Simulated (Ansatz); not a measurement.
in.yaml

```yaml
crystal:
  periodic: [false, false, false]
  atoms:
    - {symbol: Al, position_ang: [0.000000, 0.000000, 0.185630]}
    - {symbol: C, position_ang: [0.000000, 0.000000, -1.962370]}
    - {symbol: H, position_ang: [0.000000, 0.000000, 1.776741]}
basis:
  gaussian: {orbitals: def2-SVP}
magnetization: {spin_polarized: false}
hamiltonian: {xc: hf}
accuracy: high
output: {forces: true, orbitals: {seedname: orbitals}}
```

```sh
$ ansatz run in.yaml --threads 1 --pin off --events-out ev --progress --plain --max-ram 2393MiB
```

The program prints:

```
668 factors; integrals over basis functions are off by at most 5.3e-9 eV
mean field evaluation 1: about -7617.8139 eV, gradient 1.3e1 eV
mean field evaluation 2: about -7617.8151 eV, gradient 1.3e1 eV
mean field evaluation 4: about -7618.5631 eV, gradient 2.1e0 eV
mean field evaluation 8: about -7618.5873 eV, gradient 2.7e-3 eV
mean field evaluation 16: about -7618.4211 eV, gradient 2.6e0 eV
mean field -7618.58726077 eV, -279.9779177694 hartree, gradient 3.1e-8 eV, S^2 0.000000; 0 other end points of the search recorded, 0 dependent functions left out
the calculation of the forces begins
reference -7618.58726077 eV, -279.9779177694 hartree; 10, 10 occupied and 27, 27 virtual orbitals, 668 factors
Total energy: -7618.58726077 eV, -279.9779177694 hartree
Atom 0 at     0.000000     0.000000     0.185630 Å, force     0.000000     0.000000    -2.563174 eV/Å
Atom 1 at     0.000000     0.000000    -1.962370 Å, force    -0.000000    -0.000000     2.712153 eV/Å
Atom 2 at     0.000000     0.000000     1.776741 Å, force    -0.000000    -0.000000    -0.148979 eV/Å
Dipole moment:    -0.000000     0.000000     0.855102 e Å
```

Forces (eV/Å):
```
Al   0.000  0.000 -2.563
C    0.000  0.000  2.712
H    0.000  0.000 -0.149
```

Ran on 1 thread of Arm Neoverse V2, shared host: 0.39 s wall, 0.14 GiB peak host memory.
